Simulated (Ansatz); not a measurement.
# AlFH2: the cost of one run

All numbers below are computed with Ansatz 0.2.0 (RKS B3LYP-D4/def2-TZVP).

## Step 1: The system as given

Bond lengths: Al1–H2 1.760 Å, Al1–H3 1.760 Å, Al1–F4 1.690 Å. Angles: H2–Al1–H3 33.3°, H2–Al1–F4 163.3°, H3–Al1–F4 163.3°.

Coordinates:

```xyz
4

Al    0.0000    0.0000    0.0000
H     1.2076    0.0000    1.2804
H     1.7126    0.0000    0.4057
F    -1.4635    0.0000   -0.8450
```

## Step 2: A restrained relaxation towards end A

Springs on the bonds that form and break draw the guess towards this end; the thresholds are loose.

File input.yaml:

```yaml
crystal:
  periodic: [false, false, false]
  atoms:
    - { symbol: Al, position_ang: [0.0, 0.0, 0.0] }
    - { symbol: H, position_ang: [1.2076, 0.0, 1.2804] }
    - { symbol: H, position_ang: [1.7126, 0.0, 0.4057] }
    - { symbol: F, position_ang: [-1.4635, 0.0, -0.845] }
basis:
  gaussian: { orbitals: def2-TZVP }
hamiltonian:
  xc: b3lyp
  dispersion: d4
relax:
  f_tol: 0.15
  max_steps: 25
  restrain:
    - { distance: [1, 2], at: 1.86, k: 30.0 }
    - { distance: [0, 1], at: 1.56, k: 30.0 }
    - { distance: [0, 2], at: 1.56, k: 30.0 }
output:
  orbitals: {}
```

Launch:

```console
> ansatz run input.yaml --threads 1 --pin off --max-ram 2048MiB --backend cpu --events-out ev --progress --plain --runs-dir out
```

Q: Estimate wall time and peak memory on 1 thread of Arm Neoverse V2, shared host.

About 12 s, with a peak of 0.11 GiB.
